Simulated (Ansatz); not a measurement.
## Rh: from a first guess to the relaxed fcc type

First guess:

```
CELL_PARAMETERS angstrom
0.00000 1.77241 1.77241
1.77241 0.00000 1.77241
1.77241 1.77241 0.00000
ATOMIC_POSITIONS crystal
Rh 0.00000 0.00000 0.00000
```

These are results of Ansatz 0.2.0, DFT, PBE, PAW with Ansatz's default frozen-core files, scalar-relativistic, not measurements.

Cell and atoms relax within the symmetry of the start on a 16×16×16 k mesh with 0.05 eV Fermi–Dirac smearing.

The start is built from a prototype, known or not as a phase of this compound; the cutoff is 420 eV.

Spin polarisation is left out, and whether a magnetic state lies lower isn't shown here.

Task: What is the pressure of the first guess?

Result: 107.7 GPa.

Task: What does it relax to?

Result: a = 3.831 Å, b = 3.831 Å, c = 3.831 Å, α = 90.00°, β = 90.00°, γ = 90.00° (conventional cell), 14.05 Å³ per atom:
```
CELL_PARAMETERS angstrom
0.00000 1.91529 1.91529
1.91529 0.00000 1.91529
1.91529 1.91529 0.00000
ATOMIC_POSITIONS crystal
Rh 0.00000 0.00000 0.00000
```

Task: How much energy does the relaxation release?

Result: 777 meV/atom.
